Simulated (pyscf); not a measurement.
`[OH][Mg][OH]` + `[SH2]` → `[OH][Mg][SH]` + `[OH2]` (four-centre exchange; singlet surface; Mg–O, H–S broken, Mg–S, H–O formed). PySCF, gas phase, ωB97X-D3(BJ)/def2-SVP geometries. Correlated levels are frozen-core, on RHF or UHF. ΔMP2 is the change of the MP2 total energy from the triple- to the quadruple-zeta basis. Energies in kcal/mol from the separated reactants.

```
level                             barrier  reaction energy
--------------------------------  -------  ---------------
ωB97X-D3(BJ)/def2-TZVP              -13.9             -5.3
B3LYP-D3(BJ)/def2-TZVP              -12.5             -2.9
PBE0-D3(BJ)/def2-TZVP               -14.4             -5.2
M06-2X/def2-TZVP                    -11.4             -3.4
ωB97M-D3(BJ)/def2-TZVP                  …             -3.0
HF/def2-TZVP                          1.1             -3.3
CCSD(T)/def2-TZVPP + ΔMP2(QZVPP)        …                …
```

Task: What belongs in the gaps?

Result: 
- ωB97M-D3(BJ)/def2-TZVP, barrier: -10.4
- CCSD(T)/def2-TZVPP + ΔMP2(QZVPP), barrier: -10.4
- CCSD(T)/def2-TZVPP + ΔMP2(QZVPP), reaction energy: -4.0

Of the functionals in the table, ωB97M-D3(BJ) is closest to CCSD(T)/def2-TZVPP + ΔMP2(QZVPP) in the barrier (0.0 kcal/mol apart) and PBE0-D3(BJ) least close (4.0 kcal/mol); that level has limits of its own. On the reactant side the descent ends in an adduct with a Mg–S contact, 16.1 kcal/mol under the separated species and 2.2 kcal/mol under the saddle at ωB97X-D3(BJ)/def2-TZVP. On the product side the descent ends in an adduct with a Mg–O contact (not fully relaxed), 23.6 kcal/mol under the separated species and 15.0 kcal/mol under the saddle at ωB97X-D3(BJ)/def2-TZVP. At ωB97X-D3(BJ), B3LYP-D3(BJ), PBE0-D3(BJ), M06-2X, ωB97M-D3(BJ), CCSD(T) the saddle lies under the separated reactants, which points to a path from their complex (located at ωB97X-D3(BJ) alone). At ωB97X-D3(BJ), B3LYP-D3(BJ), PBE0-D3(BJ), M06-2X, ωB97M-D3(BJ), CCSD(T) the saddle lies under the separated products, which points to a path from their complex (located at ωB97X-D3(BJ) alone). What is counted as formed (Mg–S) is already present as a longer contact in the reactant adduct; forming that adduct is a step of its own. What is counted as broken (Mg–O) persists as a longer contact in the product adduct; parting that adduct is a step of its own. This is the saddle that the search found; another between the same sides may lie lower. The CCSD(T) − MP2 part came from Ansatz, without density fitting, on the same reference. The frozen core leaves the outer d or s,p core shells of the metals and heavy elements correlated in the MP2 and CC values, and def2-TZVPP describes them poorly, which can shift differences by a few kcal/mol.
